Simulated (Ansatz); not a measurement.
A made-up structure of CH3BCl, doublet:

```json
{"atom": "C1", "x (Å)": "-0.4061", "y (Å)": "0.0697", "z (Å)": "-0.5282"}
{"atom": "B2", "x (Å)": "0.4790", "y (Å)": "-0.0887", "z (Å)": "0.3420"}
{"atom": "Cl3", "x (Å)": "-0.2581", "y (Å)": "0.0951", "z (Å)": "1.8614"}
{"atom": "H4", "x (Å)": "-1.4913", "y (Å)": "0.2964", "z (Å)": "-0.2535"}
{"atom": "H5", "x (Å)": "0.0056", "y (Å)": "-0.0365", "z (Å)": "-1.4754"}
{"atom": "H6", "x (Å)": "1.6709", "y (Å)": "-0.3360", "z (Å)": "0.0537"}
```

It is relaxed with PBE-D4/def2-SVP and then PBE0-D4/def2-TZVP (Ansatz 0.2.0). Atoms count as bonded within 1.22 times the sum of their covalent radii (H–H: 0.88 Å). The end point is not checked to be a true minimum.

Task: Does its bonding change? (A judgement: the text doesn't fix the answer.)

Result: Computed: No: no bond forms or breaks.

Where it ends: The first stage lowers the energy by 2.61 eV in 6 steps. It ends as CH₃BCl ([CH2][BH][Cl]):
C1  (-0.475, 0.080, -0.668)
B2  (0.524, -0.095, 0.461)
Cl3  (-0.016, 0.053, 2.124)
H4  (-1.525, 0.297, -0.493)
H5  (-0.187, -0.002, -1.711)
H6  (1.679, -0.333, 0.287)
(Å)

Labels in which every atom is bracketed show which atoms are joined, not bond orders.

For scale, one of the runs: PBE0-D4/def2-TZVP relaxation, 117 basis functions, launched by `ansatz run in.yaml --threads 2 --pin off --events-out ev --progress --plain --max-ram 4352MiB`. The run took about 21 s on 2 CPU threads of an Arm Neoverse N1 (shared host).
